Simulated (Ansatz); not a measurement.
What each rung costs, and what it gives

The pair of CH4O (SMILES CO, atoms 1–6) and SiH4 (SMILES [SiH4], atoms 7–11), both closed shells, in one local arrangement (a lower one may exist), relaxed at PBE0-D4/def2-TZVP:

```xyz
11
angstrom
C -0.1063 0.0290 -1.7918
O -0.2564 -0.9740 -0.8104
H 0.9544 0.2773 -1.8333
H -0.6622 0.9403 -1.5411
H -0.4180 -0.3164 -2.7841
H -1.1837 -1.2160 -0.7578
Si 0.3338 0.2392 1.8846
H -0.7889 0.9912 1.2678
H 0.6200 0.8612 3.2080
H 1.5532 0.3444 1.0484
H -0.0457 -1.1762 2.1096
```

Interaction energies are counterpoise-corrected; the time is that of the whole pair.

Ansatz 0.2.0; basis: as named in each row; cores frozen in the correlated methods. B3LYP uses VWN-RPA correlation. Extrapolation: Hartree–Fock as exp(−7.88 √X), correlation as X^−2.97.

Times are rough, for one single point on 4 threads of a shared host (Intel Xeon Platinum 8259CL).

The estimate by CCSD(T) at an estimated basis limit (MP2 extrapolated from triple and quadruple zeta, plus CCSD(T) − MP2 in triple zeta) is -10.2 kJ/mol.

```json
{"method": "HF", "basis": "STO-3G", "time (s)": "under 1", "interaction energy (kJ/mol)": "6.6", "method less estimate": "16.8"}
{"method": "PBE-D4", "basis": "STO-3G", "time (s)": "under 1", "interaction energy (kJ/mol)": "-1.3", "method less estimate": "8.9"}
{"method": "SPW92", "basis": "def2-SVP", "time (s)": "under 1", "interaction energy (kJ/mol)": "-17.1", "method less estimate": "-6.9"}
{"method": "B3LYP-D4", "basis": "6-31G", "time (s)": "under 1", "interaction energy (kJ/mol)": "-7.3", "method less estimate": "2.8"}
{"method": "PBE-D4", "basis": "def2-SVP", "time (s)": "under 1", "interaction energy (kJ/mol)": "-10.8", "method less estimate": "-0.6"}
{"method": "PBE0-D4", "basis": "def2-SVP", "time (s)": "under 1", "interaction energy (kJ/mol)": "-10.7", "method less estimate": "-0.5"}
{"method": "CCSD(T)", "basis": "def2-SVP", "time (s)": "2", "interaction energy (kJ/mol)": "-4.2", "method less estimate": "5.9"}
{"method": "PBE-D4", "basis": "def2-TZVPPD", "time (s)": "2", "interaction energy (kJ/mol)": "-10.5", "method less estimate": "-0.3"}
{"method": "revPBE-D4", "basis": "def2-TZVPPD", "time (s)": "2", "interaction energy (kJ/mol)": "-9.4", "method less estimate": "0.8"}
{"method": "BLYP-D4", "basis": "def2-TZVPPD", "time (s)": "2", "interaction energy (kJ/mol)": "-9.0", "method less estimate": "1.1"}
{"method": "PBE0-D4", "basis": "def2-TZVPPD", "time (s)": "2", "interaction energy (kJ/mol)": "-10.1", "method less estimate": "0.1"}
{"method": "wB97M-V", "basis": "def2-SVP", "time (s)": "2", "interaction energy (kJ/mol)": "-10.9", "method less estimate": "-0.8"}
{"method": "HSE06-D4", "basis": "def2-TZVPPD", "time (s)": "2", "interaction energy (kJ/mol)": "-9.9", "method less estimate": "0.3"}
{"method": "B3LYP-D4", "basis": "def2-TZVPPD", "time (s)": "2", "interaction energy (kJ/mol)": "-9.7", "method less estimate": "0.5"}
{"method": "r2SCAN-D4", "basis": "def2-TZVPPD", "time (s)": "3", "interaction energy (kJ/mol)": "-10.5", "method less estimate": "-0.3"}
{"method": "B2PLYP", "basis": "def2-TZVPPD", "time (s)": "4", "interaction energy (kJ/mol)": "-4.7", "method less estimate": "5.5"}
{"method": "B97M-V", "basis": "def2-TZVPPD", "time (s)": "6", "interaction energy (kJ/mol)": "-10.9", "method less estimate": "-0.8"}
{"method": "wB97X-V", "basis": "def2-TZVPPD", "time (s)": "6", "interaction energy (kJ/mol)": "-10.1", "method less estimate": "0.0"}
{"method": "wB97M-V", "basis": "def2-TZVPPD", "time (s)": "6", "interaction energy (kJ/mol)": "-11.0", "method less estimate": "-0.9"}
{"method": "MP2", "basis": "def2-QZVPPD", "time (s)": "17", "interaction energy (kJ/mol)": "-9.7", "method less estimate": "0.5"}
{"method": "CCSD(T)", "basis": "def2-TZVPPD", "time (s)": "56", "interaction energy (kJ/mol)": "-8.7", "method less estimate": "1.5"}
```

The T1 diagnostic stays at or below 0.011.
